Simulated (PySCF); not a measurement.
# C3H5Cl (1-Propene, 3-chloro-): the cost of one run

Programs: PySCF 2.14.0, with density-fitted response routines of our own. Each step states its level of theory. These are calculated values for one molecule, in the gas phase or a continuum, unless marked as measured. Atoms are numbered from 0 throughout.

## (1) Starting geometry

9 atoms, charge 0, multiplicity 1; geometry from: GFN2-xTB. The atoms were then displaced at random by about 0.01 Å, so the start is not that level's minimum.

Bonds of the start (Å): C0–C1 1.31, C1–C2 1.48, C2–Cl3 1.84, C0–H4 1.10, C0–H5 1.05, C1–H6 1.08, C2–H7 1.10, C2–H8 1.08.

## (2) Geometry optimisation at PBE0-D3(BJ)/def2-TZVP

Job settings and geometry (Å):

```
{"job": {"xc": "PBE0", "basis": "def2-TZVP", "d3": "d3bj", "grid": 2, "shake": 0.01, "kind": "geom"}, "charge": 0, "multiplicity": 1}
C     -1.339080    -0.174390     0.364700
C     -0.260050     0.496020     0.040870
C      0.967000    -0.167850    -0.440910
Cl     2.326510     0.062440     0.782370
H     -2.241970     0.358210     0.695810
H     -1.434780    -1.216150     0.277520
H     -0.185840     1.573530     0.141410
H      1.375330     0.285160    -1.360010
H      0.850680    -1.234110    -0.535490
```

Started as:

```
$ OMP_NUM_THREADS=1 python probes_run.py task.json out
```

The driver reads the jobs from task.json and runs them one after another.

**Question.** How long does this first job take on 1 thread of AMD EPYC 7R43, shared host, and how much memory does it need?

About 55 s, with a peak of 0.67 GiB.
